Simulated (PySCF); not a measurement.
# HNO3 (peroxynitrous acid) at r2SCAN/6-311+G(d,p)

What is the energy change on altering one bond length of HNO3 (peroxynitrous acid) at r2SCAN/6-311+G**? The job is set up through a Python script.

The results are computed with PySCF 2.14.0.

1 further run of the same task is left out (set aside as unsound or not needed).

### 1 Starting point

HNO3 has 5 atoms, charge 0, and is taken as a singlet. As SMILES, `O=NOO`. The shape is that of a PBE0-D4/def2-TZVP optimisation. This is one conformer, not always the lowest.

Bond lengths: O1–N2 1.180 Å, N2–O3 1.353 Å, O3–O4 1.401 Å, O4–H5 0.984 Å. Angles: O1–N2–O3 114.6°, N2–O3–O4 114.1°, O3–O4–H5 101.0°.

### 2 A single-point energy at r2SCAN/6-311+G(d,p)

File input.py:

```python
# peroxynitrous acid
from pyscf import gto, dft

mol = gto.Mole()
mol.atom = '''
O    0.136350  -0.835310   0.979060
N   -0.871770  -0.628300   0.400790
O   -0.775090   0.288530  -0.589000
O    0.508600   0.826880  -0.747550
H    1.001920   0.348200  -0.043280
'''
mol.verbose = 4
mol.basis = '6-311+g**'
mol.max_memory = 1860
mol.charge = 0
mol.build()

calc0 = dft.RKS(mol, xc='r2scan')
calc0.conv_tol = 1e-10
calc0.grids.level = 5
calc0.kernel()
if not calc0.converged:
    calc0 = calc0.newton().run(calc0.mo_coeff, calc0.mo_occ)

e_final = calc0.e_tot
print('Final energy', e_final)
```

Started as:

```sh
OMP_NUM_THREADS=1 python input.py
```

The log of the run:

```text
PySCF version 2.14.0

[... 80 lines left out ...]
converged SCF energy = -280.800842722891
Final energy -280.80084272289145
```

Run time: 32 s. Hardware: 1 thread of Arm Neoverse V1, shared host; peak memory 0.5 GiB.

### 3 The distorted shape

File calc.py:

```python
from pyscf import gto, dft

molecule = gto.Mole()
molecule.atom = [
    ('O', (-0.505486, -1.104481, 1.058334)),
    ('N', (-1.513606, -0.897471, 0.480064)),
    ('O', (-1.416926, 0.019359, -0.509726)),
    ('O', (0.508600, 0.826880, -0.747550)),
    ('H', (1.001920, 0.348200, -0.043280)),
]
molecule.basis = '6-311+g**'
molecule.max_memory = 1860
molecule.spin = 0
molecule.verbose = 3
molecule.build()

myscf = dft.RKS(molecule)
myscf.xc = 'r2scan'
myscf.grids.level = 5
myscf.conv_tol = 1e-10
myscf.kernel()
if not myscf.converged:
    myscf = myscf.newton().run(myscf.mo_coeff, myscf.mo_occ)

e_final = myscf.e_tot
print('E = %.10f Eh' % e_final)
```

Started as:

```sh
OMP_NUM_THREADS=1 python calc.py
```

The log of the run:

```text
converged SCF energy = -280.749294552076
E = -280.7492945521 Eh
```

Wall time 38 s (1 thread of Arm Neoverse V1, shared host); peak memory 0.5 GiB.

### 4 What came out

At r2SCAN/6-311+G**:

```
                                                         quantity          value
                                        first shape: total energy  -280.80084 Eh
                                       first shape: dipole moment         0.93 D
                                         first shape: HOMO energy       -7.95 eV
                                         first shape: LUMO energy       -3.77 eV
                                       first shape: HOMO–LUMO gap        4.18 eV
                                    distorted shape: total energy  -280.74929 Eh
                                   distorted shape: dipole moment         1.98 D
                                     distorted shape: HOMO energy       -8.03 eV
                                     distorted shape: LUMO energy       -6.78 eV
                                   distorted shape: HOMO–LUMO gap        1.26 eV
energy change with the O3–O4 bond stretched from 1.401 to 2.101 Å       1.403 eV
```

One bond (distorted shape) is far stretched, which a spin-restricted single reference describes badly; a broken-symmetry solution may lie lower. With the O3–O4 bond stretched from 1.401 to 2.101 Å the energy rises by 1.40 eV (135 kJ/mol). The first shape isn't relaxed at this level, so the change isn't measured from a minimum. A restricted reference can't describe the breaking bond well at this length. Mulliken charges (first shape) run from -0.20 on N2 to +0.27 on H5; in a basis this large or diffuse they mean little. Mulliken charges (distorted shape) run from -0.30 on O4 to +0.25 on H5; in a basis this large or diffuse they mean little.
